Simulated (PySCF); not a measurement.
# How methods differ on the ionisation energy of F

F [He] 2s2 2p5 (2P) → F⁺ [He] 2s2 2p4 (3P), as a difference of total energies. All numbers are calculated (PySCF 2.14, the spin-free X2C one-electron Hamiltonian (Gaussian nucleus), in x2c-TZVPPall (5s3p2d1f, 31 functions)). Correlated levels: valence: 1s2 frozen. The calculations carry no spin-orbit coupling.

```
           method  ionisation energy (eV)
              UHF                  15.641
    MP2 (valence)                  17.195
SCS-MP2 (valence)                  17.180
   CCSD (valence)                  17.093
CCSD(T) (valence)                  17.135
  CCSDT (valence)                  17.135
```

**Question.** How much does correlation contribute at CCSD(T) (valence)?

**Answer.** 17.135 − (15.641) = 1.494 eV, measured against UHF.

Errors of the correlated levels include the incompleteness of this basis and the frozen core.

For comparison: 17.427 eV (measured; NIST levels, between the centres of gravity of the two terms).
